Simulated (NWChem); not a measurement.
Species: fluoromethane (CH₃F); SMILES FC

Results from NWChem. All runs use the structure optimised with PBE0/def2-SVP. Level: PBE0/Sadlej pVTZ; rows give the wavelength of the field.

```tsv
field	isotropic polarisability (bohr³)	anisotropy (bohr³)
static	17.2	0.9
1065 nm	17.3	0.9
589 nm	17.6	0.9
400 nm	18.0	0.8
```
